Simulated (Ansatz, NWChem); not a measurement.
## Worked example: the enthalpy of formation of PF3 (phosphorus trifluoride)

PF3: 4 atoms, total charge 0, spin state singlet. As SMILES, `FP(F)F`. The shape is that of a PBE0-D4/def2-TZVP optimisation.

| atom | x (Å) | y (Å) | z (Å) |
| --- | --- | --- | --- |
| F | 0.8344 | -0.6632 | 0.8745 |
| P | -0.2975 | 0.3146 | 0.3923 |
| F | -1.0619 | -0.6965 | -0.5369 |
| F | 0.5250 | 1.0452 | -0.7300 |

Total energies at B2PLYP/6-311+G**, 8 core orbitals frozen (NWChem 7.3.0); the atoms run unrestricted:

```tsv
species	state	energy (Eh)
PF3	singlet	-640.741910
F	doublet	-99.696756
P	quartet	-341.135542
```

Harmonic wavenumbers at PBE0-D4/def2-TZVP, in cm⁻¹: 342, 342, 482, 867, 867, 899.

Measured heats of formation of the gaseous atoms at 298.15 K, in kJ/mol: F 79.4, P 316.4. Spin-orbit lowering of the atoms at 298 K (mean of the ground term's levels less their thermal mean, from spectra), in kJ/mol: F 1.29. Take 1 Eh = 2625.50 kJ/mol, 1 cm⁻¹ = 0.0119627 kJ/mol, RT = 2.479 kJ/mol.

Question: What heat of formation follows?

Answer: 
1. Electronic atomisation energy: 3 × (-99.696756) + (-341.135542) − (-640.741910) = 0.516100 Eh = 1355.0 kJ/mol.
2. Zero-point energy: half the sum of the wavenumbers, 1899.5 cm⁻¹ = 22.7 kJ/mol.
3. Thermal vibrational enthalpy, Σ hcν̃/(exp(hcν̃/kT) − 1): 3.0 kJ/mol. Translation, rotation and pV of a non-linear molecule: 4 RT = 9.9 kJ/mol.
4. The 4 free atoms carry 5/2 RT each: 24.8 kJ/mol.
5. Spin-orbit coupling lowers the free atoms by 3 × 1.29 = 3.9 kJ/mol.
6. Atomisation enthalpy at 298 K: 1355.0 − 3.9 − 22.7 − 3.0 − 9.9 + 24.8 = 1340.3 kJ/mol.
7. Sum of the atoms' heats of formation: 554.6 kJ/mol. Heat of formation: 554.6 − 1340.3 = -785.7 kJ/mol.

The tabulated value is -958.4 kJ/mol (NIST-JANAF tables), so this level is off by +172.7 kJ/mol, or 11.4 % of the atomisation enthalpy. Anharmonicity and any spin-orbit splitting of the molecule are left out, and so is core correlation.
